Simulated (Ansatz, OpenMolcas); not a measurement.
**Errors in the atomisation enthalpy at 298 K**

6 molecules with nitrogen; the atomisation enthalpy at 298 K in kJ/mol, computed less measured. Shapes, held fixed at every level: PBE0-D4/def2-TZVP. Flexible molecules stand in one conformer, not always the lowest. Thermal terms are harmonic and unscaled (PBE0-D4/def2-TZVP); the spin-orbit lowering of the free atoms is taken from their spectra. Programs: Ansatz 0.2.0, OpenMolcas 26.06. Measured values: Active Thermochemical Tables, CRC Handbook of Chemistry and Physics.

Levels: A = B3LYP/6-31G* (Cartesian functions); B = B3LYP-D4/def2-TZVPP; C = wB97M-V/def2-TZVPP; D = CCSD(T)/CBS estimate.

```json
{"molecule": "HCN (SMILES C#N)", "from tabulated heats": "1278", "A": "-22", "B": "+1", "C": "0", "D": "-8"}
{"molecule": "N2H (dinitrogen monohydride)", "from tabulated heats": "913", "A": "+5", "B": "+35", "C": "+18", "D": "-7"}
{"molecule": "CH3N (methanimine)", "from tabulated heats": "1755", "A": "-13", "B": "+14", "C": "+6", "D": "-3"}
{"molecule": "N2H4 (hydrazine)", "from tabulated heats": "1721", "A": "-35", "B": "+23", "C": "+15", "D": "0"}
{"molecule": "CH5N (methylamine)", "from tabulated heats": "2300", "A": "-19", "B": "+14", "C": "+8", "D": "0"}
{"molecule": "C3H5N (SMILES CCC#N)", "from tabulated heats": "3661", "A": "-26", "B": "+3", "C": "+3", "D": "-17"}
```

Q: Sum up the errors.

A: 
| level | kind | mean error | mean absolute error | worst case |
| --- | --- | --- | --- | --- |
| B3LYP/6-31G* (Cartesian functions) | global hybrid | -18.3 | 20.0 | N2H4 |
| B3LYP-D4/def2-TZVPP | global hybrid | +15.0 | 15.0 | N2H |
| wB97M-V/def2-TZVPP | range-separated hybrid | +8.3 | 8.3 | N2H |
| CCSD(T)/CBS estimate | coupled cluster or CI | -5.8 | 5.8 | C3H5N |

On this set CCSD(T)/CBS estimate has the smallest mean absolute error and B3LYP/6-31G* (Cartesian functions) the largest. B3LYP/6-31G* (Cartesian functions) is too low in 5 of 6; B3LYP-D4/def2-TZVPP is too high in 6 of 6; wB97M-V/def2-TZVPP is too high in 5 of 6; CCSD(T)/CBS estimate is too low in 4 of 6. Heats of the atoms come from ATcT where it has them. The levels differ in basis as well as in method. T1 is large for N2H (0.040), so single-reference values are less sure there. Spin contamination: N2H (⟨S²⟩ up to 0.85). Open shells run unrestricted. The CBS estimate extrapolates MP2 from def2-TZVPP and def2-QZVPP and adds CCSD(T) − MP2 in the triple-zeta set, cores frozen. The set is small.
